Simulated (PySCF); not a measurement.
Homolysis of single bonds, series Ga SiH3-H. Isolated molecules, 0 K electronic values unless said otherwise. Strings in code marks are SMILES.

All values below come from PBE-D3(BJ)/def2-TZVP // r2SCAN-D4/def2-TZVP run with PySCF 2.14.0. 

```
species                                      LUMO (eV)  HOMO–LUMO gap (eV)
-------------------------------------------  ---------  ------------------
whole molecule (`[SiH3][Ga]([SiH3])[SiH3]`)      -3.38                 [?]
radical fragment (`[SiH3]`)                          –                   –
whole molecule (`[SiH3][GaH][SiH3]`)             -3.19                3.11
whole molecule (`[SiH3][GaH2]`)                  -2.94                3.65
radical fragment (`[GaH2]`)                          –                   –
whole molecule (`[GaH3]`)                          [?]                4.71
```

Q: Some entries are withheld; supply them.

A: 
- whole molecule (`[SiH3][Ga]([SiH3])[SiH3]`), HOMO–LUMO gap (eV): 2.93
- whole molecule (`[GaH3]`), LUMO (eV): -2.65
